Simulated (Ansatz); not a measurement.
**B2H2O: small, medium and large basis sets**

How large a basis does B2H2O need? Two functionals and correlated methods are run in growing sets.

Program: Ansatz 0.2.0, Gaussian basis. Level of theory: one geometry, several basis sets. These are calculated values, not measurements.

Levels to be run: PBE0-D4/def2-SVP; ωB97M-V/def2-SVP; PBE0-D4/def2-QZVPP; ωB97M-V/def2-QZVPP; CCSD(T)/cc-pV(D+d)Z; CCSD(T)/cc-pV(T+d)Z; CCSD(T)/cc-pV(Q+d)Z; the functionals' def2-TZVPP values are taken from earlier runs.

## 1. The geometry

All runs share one geometry, relaxed beforehand with PBE0-D4 in a triple-zeta def2 set.

SMILES `B1BO1`, 5 atoms, charge 0, spin multiplicity 1.

Atoms are counted from 1 here; the program's logs count them from 0.

Bond lengths: B1–B2 1.566 Å, B1–O3 1.381 Å, B1–H4 1.184 Å, B2–O3 1.381 Å, B2–H5 1.184 Å. Angles: B2–B1–O3 55.5°, B2–B1–H4 175.6°, O3–B1–H4 128.9°, B1–B2–O3 55.5°, B1–B2–H5 175.6°, O3–B2–H5 128.9°, B1–O3–B2 69.1°.

## 2. PBE0-D4 in def2-SVP

File in.yaml:

```yaml
crystal:
  periodic: [false, false, false]
  atoms:
    - {symbol: B, position_ang: [-0.697827, -0.163941, -0.363553]}
    - {symbol: B, position_ang: [0.633588, 0.463415, 0.170690]}
    - {symbol: O, position_ang: [0.218423, -0.828359, 0.427791]}
    - {symbol: H, position_ang: [-1.721879, -0.559160, -0.808207]}
    - {symbol: H, position_ang: [1.617695, 1.014546, 0.531778]}
basis:
  gaussian: {orbitals: def2-SVP}
hamiltonian: {xc: pbe0, dispersion: d4}
output: {orbitals: {seedname: orbitals}}
```

Started as:

```
$ ansatz run in.yaml --threads 2 --pin off --events-out ev --progress --plain --max-ram 4352MiB
```

After this run come: ωB97M-V in def2-SVP; PBE0-D4 in def2-QZVPP; ωB97M-V in def2-QZVPP; CCSD(T) in cc-pV(D+d)Z; CCSD(T) in cc-pV(T+d)Z; CCSD(T) in cc-pV(Q+d)Z.

Before running them: what should the planned runs give, taken together? Wanted: MP2 correlation recovered, cc-pV(D+d)Z; MP2 correlation recovered, cc-pV(T+d)Z; MP2 correlation recovered, cc-pV(Q+d)Z; CCSD(T) limit from def2 sets; PBE0-D4: double and triple zeta above quadruple; ωB97M-V: double and triple zeta above quadruple.

**Answer**, as computed:

| quantity | value |
| --- | --- |
| MP2 correlation recovered, cc-pV(D+d)Z | 71.4 % |
| MP2 correlation recovered, cc-pV(T+d)Z | 88.9 % |
| MP2 correlation recovered, cc-pV(Q+d)Z | 95.4 % |
| CCSD(T) limit from def2 sets (earlier runs) less the limit of this series | 17 meV |
| PBE0-D4: double and triple zeta above quadruple | 4.15, 0.21 eV |
| ωB97M-V: double and triple zeta above quadruple | 4.27, 0.19 eV |

In words: For PBE0-D4 the step from double to triple zeta gains 3.94 eV and the next only 0.21 eV. Correlation climbs from 71 % (cc-pV(D+d)Z) to 95 % (cc-pV(Q+d)Z) of the limit; Hartree-Fock is 0.075 eV from its own by then. A limit from the def2 sets, made apart, differs by 17 meV, a least measure of the doubt on such a limit. Total energies overstate the basis error of differences, where much of it tends to cancel.
